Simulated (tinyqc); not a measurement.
Worked calculation (part 2 of 2): UHF in the sto-6g basis, for OH+, spin multiplicity 3. Computed by tinyqc, a small Python program that keeps every step (integrals from PySCF). Command: `OMP_NUM_THREADS=1 python tinyqc.py 24894 24895 out.jsonl` (the two numbers bound the seeds that draw the settings). One thread of a shared host (Intel(R) Xeon(R) Processor @ 2.60GHz), about 0.6 s of CPU time with the checks.

Geometry (angstrom):
```
atom       x       y       z
O     0.0000  0.0000  0.0000
H     0.0000  0.0000  1.8040
```

## Iteration 3: building the Fock matrix

D(alpha) after iteration 2, order 1O 1s, 1O 2s, 1O 2px, 1O 2py, 1O 2pz, 2H 1s:
$$\begin{pmatrix}
1.0564 & -0.2442 & 0.0000 & 0.0000 & 0.0046 & 0.0013 \\
-0.2442 & 1.0574 & 0.0000 & 0.0000 & -0.0248 & -0.0105 \\
0.0000 & 0.0000 & 1.0000 & 0.0000 & 0.0000 & 0.0000 \\
0.0000 & 0.0000 & 0.0000 & 1.0000 & 0.0000 & 0.0000 \\
0.0046 & -0.0248 & 0.0000 & 0.0000 & 0.8950 & 0.1815 \\
0.0013 & -0.0105 & 0.0000 & 0.0000 & 0.1815 & 0.0632
\end{pmatrix}$$

D(beta) after iteration 2, order 1O 1s, 1O 2s, 1O 2px, 1O 2py, 1O 2pz, 2H 1s:
$$\begin{pmatrix}
1.0562 & -0.2433 & 0.0000 & 0.0000 & 0.0092 & -0.0010 \\
-0.2433 & 1.0532 & 0.0000 & 0.0000 & -0.0466 & -0.0030 \\
0.0000 & 0.0000 & 0.0000 & 0.0000 & 0.0000 & 0.0000 \\
0.0000 & 0.0000 & 0.0000 & 0.0000 & 0.0000 & 0.0000 \\
0.0092 & -0.0466 & 0.0000 & 0.0000 & 0.7939 & 0.2553 \\
-0.0010 & -0.0030 & 0.0000 & 0.0000 & 0.2553 & 0.1491
\end{pmatrix}$$

core Hamiltonian H = T + V (hartree), order 1O 1s, 1O 2s, 1O 2px, 1O 2py, 1O 2pz, 2H 1s:
$$\begin{pmatrix}
-32.2245 & -7.1151 & 0.0000 & 0.0000 & -0.0046 & -0.2418 \\
-7.1151 & -8.4510 & 0.0000 & 0.0000 & -0.0552 & -0.7081 \\
0.0000 & 0.0000 & -6.7545 & 0.0000 & 0.0000 & 0.0000 \\
0.0000 & 0.0000 & 0.0000 & -6.7545 & 0.0000 & 0.0000 \\
-0.0046 & -0.0552 & 0.0000 & 0.0000 & -6.7769 & -0.6101 \\
-0.2418 & -0.7081 & 0.0000 & 0.0000 & -0.6101 & -2.8151
\end{pmatrix}$$

Two-electron integrals (ij|kl) in chemists' order, unique and non-zero (hartree):
```
(11|11) 4.7875     (21|11) 0.6759     (21|21) 0.1215     (22|11) 1.1174
(22|21) 0.2492     (22|22) 0.8174     (31|31) 0.0258     (32|31) 0.0391
(32|32) 0.1807     (33|11) 1.1174     (33|21) 0.2492     (33|22) 0.8174
(33|33) 0.8807     (41|41) 0.0258     (42|41) 0.0391     (42|42) 0.1807
(43|43) 0.0475     (44|11) 1.1174     (44|21) 0.2492     (44|22) 0.8174
(44|33) 0.7857     (44|44) 0.8807     (51|51) 0.0258     (52|51) 0.0391
(52|52) 0.1807     (53|53) 0.0475     (54|54) 0.0475     (55|11) 1.1174
(55|21) 0.2492     (55|22) 0.8174     (55|33) 0.7857     (55|44) 0.7857
(55|55) 0.8807     (61|11) 0.0241     (61|21) 0.0042     (61|22) 0.0084
(61|33) 0.0084     (61|44) 0.0084     (61|51) 2.06e-04   (61|52) 4.07e-04
(61|55) 0.0084     (61|61) 1.46e-04   (62|11) 0.0788     (62|21) 0.0179
(62|22) 0.0678     (62|33) 0.0666     (62|44) 0.0666     (62|51) 0.0014
(62|52) 0.0117     (62|55) 0.0701     (62|61) 0.0006     (62|62) 0.0081
(63|31) 0.0017     (63|32) 0.0104     (63|53) 0.0023     (63|63) 0.0010
(64|41) 0.0017     (64|42) 0.0104     (64|54) 0.0023     (64|64) 0.0010
(65|11) 0.0670     (65|21) 0.0154     (65|22) 0.0619     (65|33) 0.0595
(65|44) 0.0595     (65|51) 0.0027     (65|52) 0.0197     (65|55) 0.0667
(65|61) 0.0006     (65|62) 0.0090     (65|65) 0.0107     (66|11) 0.2930
(66|21) 0.0677     (66|22) 0.2922     (66|33) 0.2853     (66|44) 0.2853
(66|51) 0.0046     (66|52) 0.0537     (66|55) 0.3060     (66|61) 0.0023
(66|62) 0.0515     (66|65) 0.0640     (66|66) 0.7750
```

nuclear repulsion = 2.346684 hartree

J_ij = sum D_kl (ij|kl) with D = D(alpha) + D(beta), K_ij = sum D_kl (ik|jl) for each spin; F = H + J - K(s); E = tr D H + tr D J / 2 - 0.5 sum_s tr D(s) K(s) + E_nn.

Coulomb J (hartree), order 1O 1s, 1O 2s, 1O 2px, 1O 2py, 1O 2pz, 2H 1s:
$$\begin{pmatrix}
16.0542 & 2.7821 & 0.0000 & 0.0000 & -0.0016 & 0.0966 \\
2.7821 & 6.9723 & 0.0000 & 0.0000 & 0.0036 & 0.5607 \\
0.0000 & 0.0000 & 6.9470 & 0.0000 & 0.0000 & 0.0000 \\
0.0000 & 0.0000 & 0.0000 & 6.9470 & 0.0000 & 0.0000 \\
-0.0016 & 0.0036 & 0.0000 & 0.0000 & 7.0230 & 0.5088 \\
0.0966 & 0.5607 & 0.0000 & 0.0000 & 0.5088 & 2.4686
\end{pmatrix}$$

exchange K(alpha) (hartree), order 1O 1s, 1O 2s, 1O 2px, 1O 2py, 1O 2pz, 2H 1s:
$$\begin{pmatrix}
4.9306 & 0.7885 & 0.0000 & 0.0000 & 0.0001 & 0.0306 \\
0.7885 & 1.3974 & 0.0000 & 0.0000 & -0.0073 & 0.1180 \\
0.0000 & 0.0000 & 1.1704 & 0.0000 & 0.0000 & 0.0000 \\
0.0000 & 0.0000 & 0.0000 & 1.1704 & 0.0000 & 0.0000 \\
0.0001 & -0.0073 & 0.0000 & 0.0000 & 1.1067 & 0.1351 \\
0.0306 & 0.1180 & 0.0000 & 0.0000 & 0.1351 & 0.0907
\end{pmatrix}$$

exchange K(beta) (hartree), order 1O 1s, 1O 2s, 1O 2px, 1O 2py, 1O 2pz, 2H 1s:
$$\begin{pmatrix}
4.8763 & 0.7064 & 0.0000 & 0.0000 & -0.0001 & 0.0273 \\
0.7064 & 1.0181 & 0.0000 & 0.0000 & -0.0199 & 0.1045 \\
0.0000 & 0.0000 & 0.2374 & 0.0000 & 0.0000 & 0.0000 \\
0.0000 & 0.0000 & 0.0000 & 0.2374 & 0.0000 & 0.0000 \\
-0.0001 & -0.0199 & 0.0000 & 0.0000 & 0.9331 & 0.1512 \\
0.0273 & 0.1045 & 0.0000 & 0.0000 & 0.1512 & 0.1640
\end{pmatrix}$$

F(alpha) (hartree), order 1O 1s, 1O 2s, 1O 2px, 1O 2py, 1O 2pz, 2H 1s:
$$\begin{pmatrix}
-21.1009 & -5.1215 & 0.0000 & 0.0000 & -0.0064 & -0.1758 \\
-5.1215 & -2.8761 & 0.0000 & 0.0000 & -0.0444 & -0.2653 \\
0.0000 & 0.0000 & -0.9779 & 0.0000 & 0.0000 & 0.0000 \\
0.0000 & 0.0000 & 0.0000 & -0.9779 & 0.0000 & 0.0000 \\
-0.0064 & -0.0444 & 0.0000 & 0.0000 & -0.8606 & -0.2364 \\
-0.1758 & -0.2653 & 0.0000 & 0.0000 & -0.2364 & -0.4372
\end{pmatrix}$$

F(beta) (hartree), order 1O 1s, 1O 2s, 1O 2px, 1O 2py, 1O 2pz, 2H 1s:
$$\begin{pmatrix}
-21.0465 & -5.0394 & 0.0000 & 0.0000 & -0.0061 & -0.1725 \\
-5.0394 & -2.4968 & 0.0000 & 0.0000 & -0.0318 & -0.2518 \\
0.0000 & 0.0000 & -0.0448 & 0.0000 & 0.0000 & 0.0000 \\
0.0000 & 0.0000 & 0.0000 & -0.0448 & 0.0000 & 0.0000 \\
-0.0061 & -0.0318 & 0.0000 & 0.0000 & -0.6870 & -0.2525 \\
-0.1725 & -0.2518 & 0.0000 & 0.0000 & -0.2525 & -0.5105
\end{pmatrix}$$

total energy of this density = -74.579782 hartree

This density is a damped mixture and is not idempotent.

## Iteration 3: DIIS over 3 matrices

error matrix X^T (FDS - SDF) X (alpha):
$$\begin{pmatrix}
0.0000 & -0.0063 & 0.0000 & 0.0000 & 0.0175 & 0.0106 \\
0.0063 & 0.0000 & 0.0000 & 0.0000 & 0.0166 & 0.0098 \\
0.0000 & 0.0000 & 0.0000 & 0.0000 & 0.0000 & 0.0000 \\
0.0000 & 0.0000 & 0.0000 & 0.0000 & 0.0000 & 0.0000 \\
-0.0175 & -0.0166 & 0.0000 & 0.0000 & 0.0000 & -0.0003 \\
-0.0106 & -0.0098 & 0.0000 & 0.0000 & 0.0003 & 0.0000
\end{pmatrix}$$

B (overlaps of the stored error matrices):
$$\begin{pmatrix}
4.8496711e-02 & 3.9690900e-02 & 1.8693524e-02 \\
3.9690900e-02 & 3.3214556e-02 & 1.5970499e-02 \\
1.8693524e-02 & 1.5970499e-02 & 8.2304328e-03
\end{pmatrix}$$

Minimise |sum c_i e_i|^2 with sum c_i = 1: solve [B -1; -1 0][c; lambda] = [0; -1] with B_ij = tr e_i^T e_j summed over both spins, and take F = sum c_i F_i.

DIIS coefficients: [0.3939, -1.3638, 1.9699]

extrapolated F(alpha) (hartree), order 1O 1s, 1O 2s, 1O 2px, 1O 2py, 1O 2pz, 2H 1s:
$$\begin{pmatrix}
-21.2204 & -5.1463 & 0.0000 & 0.0000 & -0.0073 & -0.1768 \\
-5.1463 & -2.9434 & 0.0000 & 0.0000 & -0.0389 & -0.2738 \\
0.0000 & 0.0000 & -1.0472 & 0.0000 & 0.0000 & 0.0000 \\
0.0000 & 0.0000 & 0.0000 & -1.0472 & 0.0000 & 0.0000 \\
-0.0073 & -0.0389 & 0.0000 & 0.0000 & -0.9094 & -0.2547 \\
-0.1768 & -0.2738 & 0.0000 & 0.0000 & -0.2547 & -0.4082
\end{pmatrix}$$

extrapolated F(beta) (hartree), order 1O 1s, 1O 2s, 1O 2px, 1O 2py, 1O 2pz, 2H 1s:
$$\begin{pmatrix}
-21.1643 & -5.0619 & 0.0000 & 0.0000 & -0.0069 & -0.1735 \\
-5.0619 & -2.5530 & 0.0000 & 0.0000 & -0.0187 & -0.2624 \\
0.0000 & 0.0000 & -0.1112 & 0.0000 & 0.0000 & 0.0000 \\
0.0000 & 0.0000 & 0.0000 & -0.1112 & 0.0000 & 0.0000 \\
-0.0069 & -0.0187 & 0.0000 & 0.0000 & -0.6860 & -0.2770 \\
-0.1735 & -0.2624 & 0.0000 & 0.0000 & -0.2770 & -0.5274
\end{pmatrix}$$

## Iteration 3: diagonalisation and new density

X, order 1O 1s, 1O 2s, 1O 2px, 1O 2py, 1O 2pz, 2H 1s:
$$\begin{pmatrix}
-0.6991 & 0.4007 & 0.0000 & 0.0000 & -0.3555 & 0.5303 \\
0.8055 & -0.1643 & 0.0000 & 0.0000 & -0.1733 & 0.6047 \\
0.0000 & 0.0000 & 1.0000 & -0.0048 & 0.0000 & 0.0000 \\
0.0000 & 0.0000 & 0.0048 & 1.0000 & 0.0000 & 0.0000 \\
0.1929 & 0.7172 & 0.0000 & 0.0000 & 0.6632 & 0.1524 \\
-0.4238 & -0.6469 & 0.0000 & 0.0000 & 0.5590 & 0.3438
\end{pmatrix}$$

overlap S, order 1O 1s, 1O 2s, 1O 2px, 1O 2py, 1O 2pz, 2H 1s:
$$\begin{pmatrix}
1.0000 & 0.2311 & 0.0000 & 0.0000 & 0.0000 & 0.0078 \\
0.2311 & 1.0000 & 0.0000 & 0.0000 & 0.0000 & 0.1159 \\
0.0000 & 0.0000 & 1.0000 & 0.0000 & 0.0000 & 0.0000 \\
0.0000 & 0.0000 & 0.0000 & 1.0000 & 0.0000 & 0.0000 \\
0.0000 & 0.0000 & 0.0000 & 0.0000 & 1.0000 & 0.1191 \\
0.0078 & 0.1159 & 0.0000 & 0.0000 & 0.1191 & 1.0000
\end{pmatrix}$$

Diagonalise F' = X^T F X, C = X C', fill 5 alpha and 3 beta electrons from the bottom; D(s) = C_occ C_occ^T; the new density keeps 0.5 of the old one (damping). Each column has its largest component positive (the first on a tie).

F' = X^T F X (alpha) (hartree):
$$\begin{pmatrix}
-6.4778 & 4.0085 & 0.0000 & 0.0000 & -4.1051 & 6.5096 \\
4.0085 & -3.1728 & 0.0000 & 0.0000 & 2.6414 & -4.9215 \\
0.0000 & 0.0000 & -1.0472 & 0.0000 & 0.0000 & 0.0000 \\
0.0000 & 0.0000 & 0.0000 & -1.0472 & 0.0000 & 0.0000 \\
-4.1051 & 2.6414 & 0.0000 & 0.0000 & -3.9856 & 5.5144 \\
6.5096 & -4.9215 & 0.0000 & 0.0000 & 5.5144 & -10.6261
\end{pmatrix}$$

orbital energies (alpha) (hartree): MO1 -21.2235, MO2 -1.7930, MO3 -1.0472, MO4 -1.0472, MO5 -0.9415, MO6 -0.3042

coefficients C (alpha), order 1O 1s, 1O 2s, 1O 2px, 1O 2py, 1O 2pz, 2H 1s:
$$\begin{pmatrix}
0.9969 & -0.2496 & 0.0000 & 0.0000 & 0.0170 & 0.0231 \\
0.0132 & 1.0239 & 0.0000 & 0.0000 & -0.0795 & -0.1284 \\
0.0000 & 0.0000 & -0.0040 & 1.0000 & 0.0000 & 0.0000 \\
0.0000 & 0.0000 & 1.0000 & 0.0040 & 0.0000 & 0.0000 \\
0.0005 & 0.0440 & 0.0000 & 0.0000 & 0.9441 & -0.3482 \\
-0.0009 & 0.0208 & 0.0000 & 0.0000 & 0.2333 & 0.9869
\end{pmatrix}$$

F' = X^T F X (beta) (hartree):
$$\begin{pmatrix}
-6.3013 & 3.9925 & 0.0000 & 0.0000 & -4.0838 & 6.7068 \\
3.9925 & -3.0825 & 0.0000 & 0.0000 & 2.7907 & -4.8850 \\
0.0000 & 0.0000 & -0.1112 & 0.0000 & 0.0000 & 0.0000 \\
0.0000 & 0.0000 & 0.0000 & -0.1112 & 0.0000 & 0.0000 \\
-4.0838 & 2.7907 & 0.0000 & 0.0000 & -3.9203 & 5.4412 \\
6.7068 & -4.8850 & 0.0000 & 0.0000 & 5.4412 & -10.4150
\end{pmatrix}$$

orbital energies (beta) (hartree): MO1 -21.1659, MO2 -1.4229, MO3 -0.7934, MO4 -0.3369, MO5 -0.1112, MO6 -0.1112

coefficients C (beta), order 1O 1s, 1O 2s, 1O 2px, 1O 2py, 1O 2pz, 2H 1s:
$$\begin{pmatrix}
0.9978 & -0.2442 & 0.0272 & 0.0283 & 0.0000 & 0.0000 \\
0.0092 & 1.0159 & -0.1317 & -0.1478 & 0.0000 & 0.0000 \\
0.0000 & 0.0000 & 0.0000 & 0.0000 & 0.0013 & 1.0000 \\
0.0000 & 0.0000 & 0.0000 & 0.0000 & 1.0000 & -0.0013 \\
0.0004 & 0.0338 & 0.8137 & -0.5928 & 0.0000 & 0.0000 \\
-0.0006 & 0.0703 & 0.4911 & 0.8847 & 0.0000 & 0.0000
\end{pmatrix}$$

D(alpha) after iteration 3, order 1O 1s, 1O 2s, 1O 2px, 1O 2py, 1O 2pz, 2H 1s:
$$\begin{pmatrix}
1.0564 & -0.2440 & 0.0000 & 0.0000 & 0.0051 & -0.0004 \\
-0.2440 & 1.0562 & 0.0000 & 0.0000 & -0.0274 & -0.0039 \\
0.0000 & 0.0000 & 1.0000 & 0.0000 & 0.0000 & 0.0000 \\
0.0000 & 0.0000 & 0.0000 & 1.0000 & 0.0000 & 0.0000 \\
0.0051 & -0.0274 & 0.0000 & 0.0000 & 0.8942 & 0.2013 \\
-0.0004 & -0.0039 & 0.0000 & 0.0000 & 0.2013 & 0.0590
\end{pmatrix}$$

D(beta) after iteration 3, order 1O 1s, 1O 2s, 1O 2px, 1O 2py, 1O 2pz, 2H 1s:
$$\begin{pmatrix}
1.0561 & -0.2429 & 0.0000 & 0.0000 & 0.0118 & -0.0027 \\
-0.2429 & 1.0514 & 0.0000 & 0.0000 & -0.0597 & 0.0019 \\
0.0000 & 0.0000 & 0.0000 & 0.0000 & 0.0000 & 0.0000 \\
0.0000 & 0.0000 & 0.0000 & 0.0000 & 0.0000 & 0.0000 \\
0.0118 & -0.0597 & 0.0000 & 0.0000 & 0.7285 & 0.3286 \\
-0.0027 & 0.0019 & 0.0000 & 0.0000 & 0.3286 & 0.1976
\end{pmatrix}$$

Within a degenerate level the vectors are fixed only up to a rotation; this is one choice.

## Iteration 46 (converged): orbitals

converged F(alpha) (hartree), order 1O 1s, 1O 2s, 1O 2px, 1O 2py, 1O 2pz, 2H 1s:
$$\begin{pmatrix}
-21.4462 & -5.2002 & 0.0000 & 0.0000 & -0.0053 & -0.1780 \\
-5.2002 & -3.1076 & 0.0000 & 0.0000 & -0.0326 & -0.2679 \\
0.0000 & 0.0000 & -1.1897 & 0.0000 & 0.0000 & 0.0000 \\
0.0000 & 0.0000 & 0.0000 & -1.1897 & 0.0000 & 0.0000 \\
-0.0053 & -0.0326 & 0.0000 & 0.0000 & -1.1598 & -0.2038 \\
-0.1780 & -0.2679 & 0.0000 & 0.0000 & -0.2038 & -0.1840
\end{pmatrix}$$

converged F(beta) (hartree), order 1O 1s, 1O 2s, 1O 2px, 1O 2py, 1O 2pz, 2H 1s:
$$\begin{pmatrix}
-21.3769 & -5.0954 & 0.0000 & 0.0000 & -0.0050 & -0.1745 \\
-5.0954 & -2.6292 & 0.0000 & 0.0000 & 0.0015 & -0.2681 \\
0.0000 & 0.0000 & -0.2301 & 0.0000 & 0.0000 & 0.0000 \\
0.0000 & 0.0000 & 0.0000 & -0.2301 & 0.0000 & 0.0000 \\
-0.0050 & 0.0015 & 0.0000 & 0.0000 & -0.5057 & -0.2971 \\
-0.1745 & -0.2681 & 0.0000 & 0.0000 & -0.2971 & -0.6940
\end{pmatrix}$$

Diagonalise F' = X^T F X, C = X C', fill 5 alpha and 3 beta electrons from the bottom; D(s) = C_occ C_occ^T. Each column has its largest component positive (the first on a tie).

F' = X^T F X (alpha) (hartree):
$$\begin{pmatrix}
-6.6145 & 4.0747 & 0.0000 & 0.0000 & -4.2179 & 6.4753 \\
4.0747 & -3.2869 & 0.0000 & 0.0000 & 2.4661 & -5.0302 \\
0.0000 & 0.0000 & -1.1897 & 0.0000 & 0.0000 & 0.0000 \\
0.0000 & 0.0000 & 0.0000 & -1.1897 & 0.0000 & 0.0000 \\
-4.2179 & 2.4661 & 0.0000 & 0.0000 & -4.0311 & 5.6289 \\
6.4753 & -5.0302 & 0.0000 & 0.0000 & 5.6289 & -10.7548
\end{pmatrix}$$

orbital energies (alpha) (hartree): MO1 -21.4494, MO2 -1.9520, MO3 -1.1897, MO4 -1.1897, MO5 -1.1623, MO6 -0.1237

coefficients C (alpha), order 1O 1s, 1O 2s, 1O 2px, 1O 2py, 1O 2pz, 2H 1s:
$$\begin{pmatrix}
0.9969 & -0.2502 & 0.0000 & 0.0000 & 0.0112 & 0.0208 \\
0.0133 & 1.0268 & 0.0000 & 0.0000 & -0.0491 & -0.1200 \\
0.0000 & 0.0000 & 0.9947 & -0.1032 & 0.0000 & 0.0000 \\
0.0000 & 0.0000 & 0.1032 & 0.9947 & 0.0000 & 0.0000 \\
0.0004 & 0.0405 & 0.0000 & 0.0000 & 0.9900 & -0.1811 \\
-0.0009 & 0.0005 & 0.0000 & 0.0000 & 0.0615 & 1.0124
\end{pmatrix}$$

F' = X^T F X (beta) (hartree):
$$\begin{pmatrix}
-6.4277 & 4.0480 & 0.0000 & 0.0000 & -4.0481 & 6.7830 \\
4.0480 & -3.0768 & 0.0000 & 0.0000 & 2.9604 & -4.8622 \\
0.0000 & 0.0000 & -0.2301 & 0.0000 & 0.0000 & 0.0000 \\
0.0000 & 0.0000 & 0.0000 & -0.2301 & 0.0000 & 0.0000 \\
-4.0481 & 2.9604 & 0.0000 & 0.0000 & -3.9454 & 5.4858 \\
6.7830 & -4.8622 & 0.0000 & 0.0000 & 5.4858 & -10.5405
\end{pmatrix}$$

orbital energies (beta) (hartree): MO1 -21.3782, MO2 -1.4985, MO3 -0.8025, MO4 -0.3111, MO5 -0.2301, MO6 -0.2301

coefficients C (beta), order 1O 1s, 1O 2s, 1O 2px, 1O 2py, 1O 2pz, 2H 1s:
$$\begin{pmatrix}
0.9981 & -0.2435 & 0.0315 & -0.0214 & 0.0000 & 0.0000 \\
0.0083 & 1.0166 & -0.1597 & 0.1107 & 0.0000 & 0.0000 \\
0.0000 & 0.0000 & 0.0000 & 0.0000 & 0.9832 & 0.1825 \\
0.0000 & 0.0000 & 0.0000 & 0.0000 & -0.1825 & 0.9832 \\
0.0003 & 0.0057 & 0.5353 & 0.8532 & 0.0000 & 0.0000 \\
-0.0005 & 0.0708 & 0.7860 & -0.6372 & 0.0000 & 0.0000
\end{pmatrix}$$

D(alpha) after iteration 46, order 1O 1s, 1O 2s, 1O 2px, 1O 2py, 1O 2pz, 2H 1s:
$$\begin{pmatrix}
1.0564 & -0.2442 & 0.0000 & 0.0000 & 0.0013 & -0.0004 \\
-0.2442 & 1.0570 & 0.0000 & 0.0000 & -0.0070 & -0.0025 \\
0.0000 & 0.0000 & 1.0000 & 0.0000 & 0.0000 & 0.0000 \\
0.0000 & 0.0000 & 0.0000 & 1.0000 & 0.0000 & 0.0000 \\
0.0013 & -0.0070 & 0.0000 & 0.0000 & 0.9818 & 0.0609 \\
-0.0004 & -0.0025 & 0.0000 & 0.0000 & 0.0609 & 0.0038
\end{pmatrix}$$

D(beta) after iteration 46, order 1O 1s, 1O 2s, 1O 2px, 1O 2py, 1O 2pz, 2H 1s:
$$\begin{pmatrix}
1.0564 & -0.2443 & 0.0000 & 0.0000 & 0.0158 & 0.0070 \\
-0.2443 & 1.0591 & 0.0000 & 0.0000 & -0.0797 & -0.0535 \\
0.0000 & 0.0000 & 0.0000 & 0.0000 & 0.0000 & 0.0000 \\
0.0000 & 0.0000 & 0.0000 & 0.0000 & 0.0000 & 0.0000 \\
0.0158 & -0.0797 & 0.0000 & 0.0000 & 0.2866 & 0.4212 \\
0.0070 & -0.0535 & 0.0000 & 0.0000 & 0.4212 & 0.6228
\end{pmatrix}$$

Within a degenerate level the vectors are fixed only up to a rotation; this is one choice.

## Convergence

Stop when the energy changes by less than 1e-09 hartree and every element of the error matrix X^T (F D S - S D F) X (for each spin) is below 9e-06.

Course of the cycle:
```
iteration  E (hartree)     change  largest element of the error matrix
1           -74.505661          -                             6.60e-02
2           -74.546931  -4.13e-02                             6.22e-02
3           -74.579782  -3.29e-02                             3.90e-02
4           -74.605777  -2.60e-02                             3.21e-02
5           -74.617129  -1.14e-02                             2.81e-02
6           -74.507147   1.10e-01                             3.35e-02
7           -74.535993  -2.88e-02                             4.00e-02
8           -74.497211   3.88e-02                             5.19e-02
9           -74.543769  -4.66e-02                             4.35e-02
10          -74.439048   1.05e-01                             6.23e-02
11          -74.513628  -7.46e-02                             5.41e-02
12          -74.573772  -6.01e-02                             4.98e-02
13          -74.605210  -3.14e-02                             1.83e-02
14          -74.619079  -1.39e-02                             3.22e-02
...                ...        ...                                  ...
33          -74.658331  -5.52e-06                             4.07e-06
34          -74.658334  -2.76e-06                             2.04e-06
35          -74.658335  -1.38e-06                             1.02e-06
36          -74.658336  -6.90e-07                             5.09e-07
37          -74.658336  -3.45e-07                             2.55e-07
38          -74.658336  -1.72e-07                             1.27e-07
39          -74.658337  -8.62e-08                             6.36e-08
40          -74.658337  -4.31e-08                             3.18e-08
41          -74.658337  -2.15e-08                             1.59e-08
42          -74.658337  -1.08e-08                             7.95e-09
43          -74.658337  -5.39e-09                             3.98e-09
44          -74.658337  -2.69e-09                             1.99e-09
45          -74.658337  -1.35e-09                             9.94e-10
46          -74.658337  -6.73e-10                             4.97e-10
```

PySCF UHF in the same basis, after a stability check = -74.658337 hartree

Converged in 46 iterations.

## Populations, bond orders and dipole

Mulliken: Z minus the diagonal of D S on the atom; Loewdin: the same with S^(1/2) D S^(1/2); Mayer order: 2 sum_s sum (D(s) S)_ij (D(s) S)_ji over the two atoms.

Charges (e):
```
atom  Mulliken  Loewdin  Mulliken spin
1O      0.6776   0.6842         2.6561
2H      0.3224   0.3158        -0.6561
```

Mayer bond orders:
```
pair   order
2-1   0.4656
```

dipole moment about the origin, x y z (debye): [0.0000, 0.0000, 2.9933]

<S^2> of the determinant (pure state: 2) = 2.5456
